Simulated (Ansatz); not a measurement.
# BH7OSi: structure from calculated spectroscopic constants

These gas-phase data were calculated for one isomer of BH7OSi at PBE0-D4/def2-SVP (harmonic, unscaled wavenumbers; equilibrium rotational constants with average atomic masses):

| Quantity | Value |
| --- | --- |
| rotational constants | 22.72, 5.556, 4.945 GHz |
| all wavenumbers above 1500 cm⁻¹ | 3893, 2577, 2518, 2431, 2322, 2295, 2246 |

Candidates:

(1) `[OH2+][BH2-][SiH3]`, a singlet
(2) `[BH3-][SiH2][OH2+]`, a singlet
(3) `[BH3-][OH+][SiH3]`, a singlet

Problem. Which structure fits?

Solution. Candidate (3). 1 mode lies between 3300 and 4000 cm⁻¹, one for each O–H bond, while (1) has 2, (2) has 2.

The same quantities for all candidates:

|  | rotational constants (GHz) | wavenumbers above 1500 cm⁻¹ | E above the lowest, PBE0-D4/def2-SVP (kcal/mol) |
| --- | --- | --- | --- |
| (1) | 21.54, 4.248, 3.847 | 3893, 3799, 2576, 2488, 2205, 2189, 2136, 1614 | 15.4 |
| (2) | 11.82, 7.254, 5.008 | 3846, 3414, 2572, 2440, 2274, 2213, 2189, 1579 | 21.9 |
| (3) | 22.72, 5.556, 4.945 | 3893, 2577, 2518, 2431, 2322, 2295, 2246 | 0.0 |

Harmonic stretches to hydrogen usually lie a few per cent above observed fundamentals. Each candidate is one conformer. Programs: Ansatz 0.2.0.
